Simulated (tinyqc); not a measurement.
Stretching all distances: RHF, UHF, MP2, CISD and CCSD against full CI in the sto-6g basis, for CH2, spin multiplicity 1. Computed by the program tinyqc with PySCF. 

Geometry (angstrom):
```
atom,x,y,z
C,0.0000,0.0000,0.0000
H,0.0000,0.9050,0.4740
H,0.0000,-0.9560,0.5010
```

All coordinates are multiplied by the scale. c0^2 is the weight of the RHF determinant in the lowest singlet FCI state (UHF is spin-contaminated and may lie near states of higher spin) and n(LUMO) the first natural occupation beyond the occupied space.

Full CI energy (hartree) and errors against it (kcal/mol):
```
scale,distance 1-2 (angstrom),E(FCI),RHF,UHF,MP2,CISD,CCSD,<S^2> UHF,c0^2,n(LUMO)
0.980,1.001,-38.77629,34.208,4.794,15.084,1.978,0.417,0.900,0.896,0.176
1.220,1.246,-38.77199,49.215,26.127,20.875,3.072,0.550,0.841,0.899,0.114
1.460,1.492,-38.70179,75.259,56.393,32.481,6.305,0.663,0.990,0.849,0.139
1.700,1.737,-38.63419,112.624,55.351,49.211,13.760,0.433,1.504,0.741,0.293
1.950,1.992,-38.58412,159.893,36.027,67.932,26.710,-1.825,1.719,0.590,0.495
```

UHF lies below RHF over the whole range. The weight c0^2 goes from 0.90 to 0.59 and n(LUMO) from 0.18 to 0.50: static correlation grows as the bonds break into open-shell fragments. The spread of the error along the curve, which distorts its shape, is CCSD 2.5, CISD 24.7, UHF 51.6, MP2 52.8, RHF 125.7 kcal/mol. Below FCI somewhere: CCSD, as non-variational methods may be. The table stops here: at scale 2.19 and beyond, the reference weight falls under 0.45 or RHF, UHF or CCSD hop between solutions, so those rows were left out and the spreads given cover only the rows shown. As computed, partly on other solutions, the errors there reach in size RHF 208, UHF 23, MP2 83, CISD 42, CCSD 8 kcal/mol.
